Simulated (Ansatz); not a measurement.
# What a trial cell of Cs2Ti relaxes into

Level of theory: DFT PBE, scalar-relativistic, plane waves, PAW in Ansatz 0.2.0. Cutoff 420 eV, Γ-centred k mesh, Gaussian smearing, no spin polarisation in the final step.

The start is a random cell of Cs2Ti with space group P4/nmm (No. 129), drawn with lower limits on the distances.

```
Cs Ti
1.0
     6.66397    0.00000    0.00000
     0.00000    6.66397    0.00000
     0.00000    0.00000    5.50452
Cs Ti
4 2
Cartesian
  1.6660 1.6660 2.7523
  4.9980 1.6660 2.7523
  1.6660 4.9980 2.7523
  4.9980 4.9980 2.7523
  0.0000 3.3320 0.6881
  3.3320 0.0000 4.8165
```

Steps on the 4×4×4 mesh (6 atoms). 11 of 19 steps are shown, and the free energy counts from the last. Trial steps that were taken back and renewals of the plane-wave basis can be among the rows.

| step | ΔF (meV/atom) | V (Å³/atom) | P (GPa) | largest force component (eV/Å) |
| --- | --- | --- | --- | --- |
| 1 | 636.9 | 40.74 | 4.09 | 0.936 |
| 3 | 366.3 | 47.45 | 1.77 | 0.435 |
| 4 | 292.8 | 51.64 | 1.01 | 0.199 |
| 6 | 227.1 | 55.48 | -0.29 | 0.086 |
| 8 | 197.4 | 50.98 | -0.39 | 0.000 |
| 9 | 186.7 | 47.95 | -0.20 | 0.008 |
| 12 | 185.6 | 47.29 | -0.10 | 0.005 |
| 14 | 94.9 | 48.37 | 1.33 | 0.003 |
| 16 | 34.7 | 54.11 | 0.64 | 0.001 |
| 17 | 15.2 | 56.81 | 0.33 | 0.001 |
| 19 | 0.0 | 59.18 | 0.26 | 0.001 |

Steps on the 8×8×12 mesh (3 atoms). 4 of 4 steps are shown, and the free energy counts from the last.

| step | ΔF (meV/atom) | V (Å³/atom) | P (GPa) |
| --- | --- | --- | --- |
| 1 | 3.8 | 59.18 | 0.28 |
| 2 | 2.6 | 59.81 | 0.22 |
| 3 | 0.0 | 62.72 | -0.01 |
| 4 | 0.0 | 62.72 | -0.01 |

A final relaxation ran on a 8×8×12 mesh. The relaxed crystal, P4/mmm (No. 123):

```cif
data_structure
_symmetry_space_group_name_H-M 'P4/mmm'
_symmetry_Int_Tables_number 123
_cell_length_a 7.1469
_cell_length_b 7.1469
_cell_length_c 3.6839
_cell_angle_alpha 90.000
_cell_angle_beta 90.000
_cell_angle_gamma 90.000
_cell_volume 188.16
loop_
_atom_site_label
_atom_site_type_symbol
_atom_site_symmetry_multiplicity
_atom_site_Wyckoff_symbol
_atom_site_fract_x
_atom_site_fract_y
_atom_site_fract_z
_atom_site_occupancy
Cs1 Cs 2 e 0.00000 0.50000 0.50000 1
Ti1 Ti 1 c 0.50000 0.50000 0.00000 1
```

For Cs2Ti, the volume per atom is 62.72 Å³, the density is 2.77 g/cm³ and the energy over the elements is 1.38 eV/atom. The gap on the 8×8×12 mesh is 0 eV (a metal).

The zero of energy is the elements' standard structures at the same level; no fitted shifts are applied.

The final run used a 8×8×12 mesh on its 3-atom cell and 0.10 eV smearing. The k mesh leaves about 4 meV/atom of noise in metals.

Symmetry constrained the relaxation, so the result can be a saddle point.

Cost: 3 runs of about 7.2 core-minutes in all, on Intel Xeon Platinum 8488C (Sapphire Rapids) (shared hosts).